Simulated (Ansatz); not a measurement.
A made-up structure of CH₆NSi (charge -1), closed shell:

N1  (-0.229, -0.964, 1.130)
C2  (0.276, 0.549, -0.009)
Si3  (-0.689, 0.806, -1.108)
H4  (-1.983, 0.737, -0.528)
H5  (-0.658, -0.335, -1.954)
H6  (0.332, 1.460, 0.602)
H7  (1.266, 0.435, -0.465)
H8  (0.131, -1.698, 0.520)
H9  (0.590, -0.957, 1.738)
(Å)

It is relaxed with PBE-D4/def2-SVPD and then PBE0-D4/def2-TZVPD (Ansatz 0.2.0). Atoms count as bonded within 1.22 times the sum of their covalent radii (H–H: 0.88 Å). The end point is not checked to be a true minimum.

**Question.** Does its bonding change? (A judgement: the text doesn't fix the answer.)

**Answer.** Computed: Yes. Formed: N1–C2; broken: none.

Where it ends: The first stage lowers the energy by 4.44 eV in 10 steps. It ends as CH₆NSi ([NH2][CH2][SiH2]), total charge -1:
```
9
angstrom
N 0.0213 -0.6751 1.0361
C 0.3699 0.5078 0.2277
Si -0.7474 0.8389 -1.3371
H -2.1073 0.5945 -0.6503
H -0.6378 -0.6082 -1.8846
H 0.3362 1.4014 0.8676
H 1.4028 0.4519 -0.1549
H -0.4540 -1.3361 0.4322
H 0.8518 -1.1418 1.3895
```

Labels in which every atom is bracketed show which atoms are joined, not bond orders.

For scale, one of the runs: PBE0-D4/def2-TZVPD relaxation, 171 basis functions, launched by `ansatz run in.yaml --threads 2 --pin off --events-out ev --progress --plain --max-ram 4352MiB`. The run took about 33 s on 2 CPU threads of an Arm Neoverse V2 (shared host).
